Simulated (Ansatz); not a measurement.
# How far each method lies from UCCSDT(Q) for B–BH–F, triplet

Geometry: a PBE0/def2-TZVP stationary point for this spin, not checked as a minimum.

```xyz
4

B     0.0000   -0.2860    1.6155
B     0.0000    0.4445    0.1548
F     0.0000   -0.1777   -1.0181
H     0.0000    1.6488    0.2021
```

Basis cc-pVTZ; Ansatz 0.2.0. Correlated methods freeze the noble-gas cores, which leaves 14 electrons in 101 orbitals. Prefix R: restricted or restricted open-shell reference; prefix U: unrestricted.

Full CI isn't at hand for all of this; UCCSDT(Q) serves as the reference, and is uncertain by about the last step of the cluster series. The frozen core follows each run's orbitals, which can shift R against U totals by a few meV.

The UHF ⟨S²⟩ is 2.005, the T1 diagnostic (RCCSD) is 0.0268 and the largest doubles amplitude (RCCSD) is 0.047. The T1 diagnostic (UCCSD) is 0.0241.

| level | E − E(UCCSDT(Q)) (mEh) | share of correlation (%) | wall time |
| --- | --- | --- | --- |
| RHF | 427.85 | 0.00 | – |
| UHF | 425.98 | 0.44 | – |
| RMP2 | 38.07 | 91.10 | – |
| UMP2 | 37.79 | 91.17 | – |
| RCCSD | 15.57 | 96.36 | – |
| UCCSD | 15.49 | 96.38 | – |
| RCCSD(T) | 1.72 | 99.60 | 16 s (H100) |
| UCCSD(T) | 1.69 | 99.60 | 13 s (H100) |
| BCCD(T) | 1.47 | 99.66 | 17 s (H100) |
| RCCSDT | 0.58 | 99.86 | – |
| UCCSDT | 0.56 | 99.87 | – |
| RCCSDT(Q) | 0.14 | 99.97 | 59 s (H100) |

The correlation energy at UCCSDT(Q), counted from RHF, is -11.642 eV. That run took 51 s on 2 threads of AMD EPYC 7R13 with a shared H100 80 GB, shared host.

Times hold each run's SCF and search for its determinant on a shared host, so for small cases they say little of a method's own cost. Some runs computed forces too.

Atomization energy (electronic, same basis, no zero-point term; atoms at the same level, unrestricted beside the R rows where the molecule is a closed shell, with restricted open-shell steps beyond CCSDT(Q)) at UCCSDT(Q): 1230.3 kJ/mol. Errors of other levels:

```csv
level,error (kJ/mol)
RHF,-177.0
UHF,-204.8
RMP2,56.2
UMP2,58.3
RCCSD,-20.7
UCCSD,-21.5
RCCSD(T),-1.4
UCCSD(T),-1.6
BCCD(T),-0.7
RCCSDT,-1.1
UCCSDT,-1.3
RCCSDT(Q),-0.1
```

This basis is far from its limit, so the value isn't to be set against a measured one.
